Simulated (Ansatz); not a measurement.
**[H···H···F], doublet: reading a ladder of total energies**

Geometry: a point of a hydrogen-transfer path between rigid fragments, not a stationary point.

```xyz
3

H     0.0000    0.0000   -1.0303
H     0.0000    0.0000   -0.0753
F     0.0000    0.0000    1.1057
```

Basis cc-pVDZ; Ansatz 0.2.0. Correlated methods freeze the noble-gas cores, which leaves 9 electrons in 23 orbitals. R marks a restricted (for open shells ROHF) determinant, U an unrestricted one.

Full CI is exact within this basis and frozen core; it isn't the basis-set limit. The frozen core follows each run's orbitals, which can shift R against U totals by a few meV.

Runs differ by some tens of microhartree through their thresholds and, for an open shell, their frozen cores, so steps under 0.1 kcal/mol mean nothing.

```csv
level,total energy (hartree)
UHF,-100.468675
UMP2,-100.669917
UCCSD,-100.686110
UCCSD(T),-100.688703
UCCSDT,-100.688962
UCCSDT(Q),-100.689452
UCCSDTQ,-100.689434
full CI,-100.689442
```

Question: What is the correlation energy at full CI, and what share of it do UMP2 and UCCSD(T) recover?

Answer: E(corr) = -100.689442 − (-100.468675) = -0.220767 hartree = -6.007 eV. UMP2: -0.201242 / -0.220767 = 91.16 %. UCCSD(T): -0.220028 / -0.220767 = 99.67 %.

Question: By how many kcal/mol does UCCSD(T) miss full CI (1 hartree = 627.509 kcal/mol), and which steps make up the rest?

Answer: -100.688703 − (-100.689442) = 0.000739 hartree = 0.46 kcal/mol. Steps: UCCSDT − UCCSD(T) = -0.16, UCCSDT(Q) − UCCSDT = -0.31, UCCSDTQ − UCCSDT(Q) = 0.01, full CI − UCCSDTQ = -0.01 kcal/mol. That is within 1 kcal/mol of the reference in this basis, which itself misses far more of the correlation at the basis-set limit.
